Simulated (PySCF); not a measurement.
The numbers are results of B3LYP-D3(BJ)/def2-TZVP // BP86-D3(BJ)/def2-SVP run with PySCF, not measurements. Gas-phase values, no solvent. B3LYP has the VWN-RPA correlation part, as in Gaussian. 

Reference species (SMILES): `N` (neutral, multiplicity 1).

```json
{
 "HOMO–LUMO gap": "8.05 eV",
 "HOMO": "-7.52 eV"
}
```

Changed species: `COC` (free ligand O(CH3)2; the reference has free ligand NH3).

Task: What does the change do to the HOMO–LUMO gap and HOMO?

Result: the HOMO–LUMO gap increases by 0.16 eV, to 8.21 eV; the HOMO increases by 0.29 eV, to -7.23 eV.
